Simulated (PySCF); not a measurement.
Point-charge models of `[Li][Cl]` (lithium chloride) against its computed dipole.

Coordinates (PBE0-D3(BJ)/def2-TZVP, Å) and charges (e) from the PBE0/pcSseg-2 density (PySCF):

| atom | x | y | z | Mulliken | IAO | Hirshfeld | ESP-fitted |
| --- | --- | --- | --- | --- | --- | --- | --- |
| Li1 | 1.010 | -0.041 | 0.005 | +0.5940 | +0.8766 | +0.5346 | +0.7252 |
| Cl2 | -1.004 | 0.012 | -0.017 | -0.5940 | -0.8766 | -0.5346 | -0.7252 |

Question: Form Σ q r in debye for every column and set it beside the full dipole.

Answer: The full density gives (7.05, -0.19, 0.08) D, 7.05 D in size; dipole vectors point from the negative to the positive end.

```json
{"scheme": "Mulliken", "μx": "5.75", "μy": "-0.15", "μz": "0.06", "size (D)": "5.75", "share of the full size (%)": "82", "angle to the full dipole (°)": "0"}
{"scheme": "IAO", "μx": "8.48", "μy": "-0.22", "μz": "0.10", "size (D)": "8.48", "share of the full size (%)": "120", "angle to the full dipole (°)": "0"}
{"scheme": "Hirshfeld", "μx": "5.17", "μy": "-0.14", "μz": "0.06", "size (D)": "5.17", "share of the full size (%)": "73", "angle to the full dipole (°)": "0"}
{"scheme": "ESP-fitted", "μx": "7.02", "μy": "-0.18", "μz": "0.08", "size (D)": "7.02", "share of the full size (%)": "100", "angle to the full dipole (°)": "0"}
```

Question: Which set comes closest?

Answer: Length of the difference vector: ESP-fitted 0.03 D, Mulliken 1.30 D, IAO 1.43 D, Hirshfeld 1.88 D. Closest: ESP-fitted. 

Question: What is left for the Hirshfeld atoms' own dipoles?

Answer: The Hirshfeld atoms' densities add up to the full density, so μ = Σ q r + Σ (atomic dipoles). The atomic dipoles sum to (7.05, -0.19, 0.08) − (5.17, -0.14, 0.06) = (1.88, -0.05, 0.02) D, 1.88 D in size.

Question: Give the size of the full dipole in other units.

Answer: 7.05 D = 2.774 au = 1.468 e·Å = 23.52 × 10⁻³⁰ C·m.

Isolated species at its PBE0-D3(BJ)/def2-TZVP geometry, gas phase.
